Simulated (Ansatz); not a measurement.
An Ansatz input:

```yaml
crystal:
  lattice:
    - [-2.5367939014, 2.5367939014, 2.5367939014]
    - [2.5367939014, -2.5367939014, 2.5367939014]
    - [2.5367939014, 2.5367939014, -2.5367939014]
  atoms:
    - { symbol: Ba, position: [0.0, 0.0, 0.0] }
hamiltonian:
  xc: r2scan
  pseudopotentials:
    kind: paw
    azcp:
      Ba: "pseudopotentials/Ba.paw.azcp"
basis:
  ecutwfc: 500
  fft_grid_basis: typed
kpoints:
  mp_grid: { grid: [9, 9, 9], shift: [0, 0, 0] }
magnetization:
  spin_polarized: false
scf:
  occupations: { method: fermi_dirac, width: 0.6 }
  lower_state_search: "off"
output:
  stress: true
```

and its output:

```
band count auto-derived: 12 (N_el = 10.0; filled up to band 5; 9 by the electrons, moments and atoms)
Engine: ansatz 0.2.0, x86_64-unknown-linux-gnu
Pseudopotentials: kind: paw
Pseudopotential: Ba, paw, valence charge 10, recommended cutoff 500 eV (meta_gga) 
Functional definition: r2SCAN
  parameter k0 = 0.174
  parameter k1 = 0.065
  parameter a1 = 4.9479
  exchange = r2scan_x(k0 = k0, k1 = k1, a1 = a1)
  correlation = r2scan_c
Crystal: 1 atoms, lattice volume = 65.300 Å³
Basis set: ecut = 500 eV, 1601 PW (Γ), exchange–correlation on 144×144×144 points (64 copies of the dense FFT grid, shifted against one another)
Bands: 12, of which v1, the nominal top of the filled ones, is band 5 counted from 1 (4 counted from 0)
Symmetry: 48 space group operations
Space group: Im-3m (ITA 229), of the structure as read, at distance tolerance 4.0e-5 Å
k-points: 35 of 729
Non-local potential: Ba, projectors of the file, l = 0: 3, l = 1: 2, l = 2: 2, l = 3: 2
PAW form: soft (Blöchl's): semilocal exchange-correlation on the pseudo side does not see the compensation charge
PAW frozen core: Ba, regenerated for the run's functional (the file was generated under x = pbe(κ = 0.804, μ = 0.2195149727645171), c = pbe(β = 0.06672455060314922))
PAW one-centre angular grid: Ba, 302 points (default); XC on 160 Gauss nodes
Initial density: superposition of atomic densities (neutral atoms: chi_scale 0, normalization atom), corrected by the library's trained network
Initial wavefunctions: pseudopotential atomic-orbital guess
Functional: x = r2scan, c = r2scan; τ floored in thin density (d = 2e-4 eV/Å³)
SCF iter   1: F=-5965.355779 eV  HF=-5965.300957 eV  |F-HF|=5.48e-2  |Δ(HF+E_count)|=         —  Δρ=3.20e-3  dr2=4.67e-3  dr2_τ=1.37e-3  ethr=1.77e-3  ⟨swp⟩=6.6  Hψ=3278  notcnv=0
SCF iter   2: F=-5965.361095 eV  HF=-5965.360410 eV  |F-HF|=6.85e-4  |Δ(HF+E_count)|=   5.95e-2  Δρ=1.80e-3  dr2=1.23e-3  dr2_τ=1.26e-4  ethr=4.67e-5  ⟨swp⟩=2.0  Hψ=1064  notcnv=0
SCF iter   3: F=-5965.361345 eV  HF=-5965.361282 eV  |F-HF|=6.35e-5  |Δ(HF+E_count)|=   8.71e-4  Δρ=3.50e-4  dr2=7.94e-5  dr2_τ=7.32e-6  ethr=1.23e-5  ⟨swp⟩=2.3  Hψ=699  notcnv=0
SCF iter   4: F=-5965.361361 eV  HF=-5965.361351 eV  |F-HF|=9.19e-6  |Δ(HF+E_count)|=   6.98e-5  Δρ=1.02e-4  dr2=1.01e-5  dr2_τ=1.38e-7  ethr=7.94e-7  ⟨swp⟩=2.9  Hψ=803  notcnv=0
SCF iter   5: F=-5965.361363 eV  HF=-5965.361362 eV  |F-HF|=5.44e-7  |Δ(HF+E_count)|=   1.11e-5  Δρ=2.94e-5  dr2=8.83e-7  dr2_τ=2.37e-8  ethr=1.01e-7  ⟨swp⟩=3.0  Hψ=798  notcnv=0
SCF iter   6: F=-5965.361363 eV  HF=-5965.361363 eV  |F-HF|=9.79e-8  |Δ(HF+E_count)|=   6.03e-7  Δρ=9.36e-6  dr2=5.99e-8  dr2_τ=2.10e-9  ethr=1.00e-9  ⟨swp⟩=2.8  Hψ=1654  notcnv=0
SCF 1 converged in 6 iterations: F = -5965.361363 eV  dr2 = 5.99e-8
SCF converged after 6 iterations
Free energy (F): -5965.361363 eV
Harris-Foulkes:  -5965.361363 eV  (|F-HF|=9.79e-8)
Internal energy: -5963.689801 eV  (E = F + TS)
E sigma→0 (E₀):  -5964.525582 eV
Entropy (-TS):   -1.671562 eV (-1671.562 meV/atom)
Fermi energy:    5.494410 eV
--- Per-component energies (eV) ---
  E_band       = -91.363218
  E_kinetic    = 167.434567
  E_local      = -386.166518  (includes V_loc(G=0)·N_el)
  E_nonlocal   = 55.824483
  E_hartree    = 122.207948
  E_xc         = -155.032994
  E_vxc        = -144.808558  (∫ρ·V_xc dr)
  E_paw        = -5251.591666  (= ΣΔE_a)
  E_vpaw       = -35.292025  (= ΣTr[D̂ρ^β])
  E_aug_tail   = -0.000001  (compensation charges beyond the density's cutoff)
  E_vtau       = 7.228230  (kinetic-family band-sum trace: ∫τ·v_τ [+ j·A + Jᵃ·Aᵃ] dr)
  E_ewald      = -516.436036
  E_core_change = 0.070416  (= ΣΔE_core)
  E_smearing   = -1.671562  (= −TS)
  E_closure    = 0.000000  (closes the sum)
  Σ components = -5965.361363   (vs F -5965.361363, Δ=0.00e0)
--- Stress (GPa, compression-positive) ---
        0.728471      -0.000000      -0.000000
       -0.000000       0.728471       0.000000
        0.000000       0.000000       0.728471
  P = ⅓ Tr σ = 0.7285 GPa (7.285 kbar)
```

Command:

```sh
ansatz run input.yaml --threads 2 --pin off --max-ram 5120MiB --backend cpu --events-out ev --progress --plain --runs-dir out
```

On 2 threads of Intel(R) Xeon(R) Platinum 8375C CPU @ 2.90GHz (Ice Lake) (shared host) this took about 2.8 s of wall time and 5.1 s of CPU time, with 0.57 GiB at the peak.
